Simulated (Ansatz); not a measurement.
For rock-salt TiC, LC-ωPBE in Ansatz (plane waves, PAW) gives:

```
Quantity                         Result
------------------------------  -------
equilibrium lattice constant a  4.280 Å
bulk modulus                    302 GPa
```

Q: What does Hartree–Fock (plane waves, PAW; Ansatz, a program for electronic structure) give for the same quantities?

A: 
- lattice constant a: 4.373 Å (grows by 2.2 %)
- bulk modulus: 286 GPa (decreases by 5.3 %)

For comparison: lattice constant a 4.33 Å (measured, temperature not stated, not corrected to a static lattice; as tabulated in Zhang et al. (2018), doi:10.1088/1367-2630/aac7f0); bulk modulus 240 GPa (measured, temperature not stated, no zero-point or thermal correction, our sources range from 235 to 268; as tabulated in Krasnenko and Brik (2013), arXiv:1306.3139).

Changes are worked out from the printed values.

Unless a cell is named, each level is at its own relaxed cell (LC-ωPBE 9.80, Hartree–Fock 10.45 Å³/atom).

Ansatz's density-functional and Hartree–Fock values are scalar-relativistic unless marked +SOC, with PAW data made under PBE.
